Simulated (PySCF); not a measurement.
Compound: CH3ClO2S.
Numbering: `[CH3:1][S:2](=[O:3])(=[O:4])[Cl:5]` (hydrogens: H6, H7, H8 on C1)

Structure used (PBE0-D3(BJ)/def2-TZVP), in Å, numbered top down from 1:
```xyz
8
CH3ClO2S angstrom
C     -0.740    0.193   -0.525
S      0.613   -0.396    0.438
O      1.496   -1.146   -0.390
O      0.127   -0.916    1.672
Cl     1.548    1.378    0.864
H     -1.329    0.878    0.080
H     -0.347    0.671   -1.419
H     -1.321   -0.694   -0.783
```

The closed-shell ground state was solved at several levels (PySCF, density fitting, gas phase, non-relativistic). Isolated species at its PBE0-D3(BJ)/def2-TZVP geometry, gas phase.

```
           level  basis functions  total energy (Eh)  HOMO (eV)  LUMO (eV)  gap (eV)  dipole (D)
   PBE0/pcSseg-2              236         -1048.3660      -9.27      -1.48      7.79        3.88
wB97X-D/pcSseg-2              236         -1048.7906     -11.17       0.29     11.46        3.93
  B97-2/pcSseg-2              236         -1048.8531      -8.99      -1.56      7.43        3.85
```

**Question.** What might KT3/pcSseg-2 (236 basis functions) give for the same quantities?

**Answer.** Total energy -1057.3540 Eh, HOMO -7.85 eV, LUMO -2.51 eV, gap 5.34 eV, dipole 3.66 D.

**Question.** Over all these levels, which gives the widest orbital gap and which the narrowest?

**Answer.** wB97X-D/pcSseg-2 (range-separated hybrid) has the widest, 11.46 eV, and KT3/pcSseg-2 (GGA) the narrowest, 5.34 eV. From the narrowest to the widest the HOMO moves by -3.32 eV and the LUMO by +2.80 eV.

**Question.** In the pcSseg-2 basis, how does the gap go with the fixed share of exact exchange?

**Answer.** KT3 (0 %) 5.34 eV; B97-2 (21 %) 7.43 eV; PBE0 (25 %) 7.79 eV. Each rise in the share widens the gap here.

**Question.** How far do the dipole and the HOMO energy spread over the levels?

**Answer.** The dipole runs from 3.66 to 3.93 D (mean 3.83 D) and the HOMO from -11.17 to -7.85 eV.

The pairwise dispersion term of wB97X-D wasn't added to the energies; at a given geometry it leaves orbitals and properties as they are.
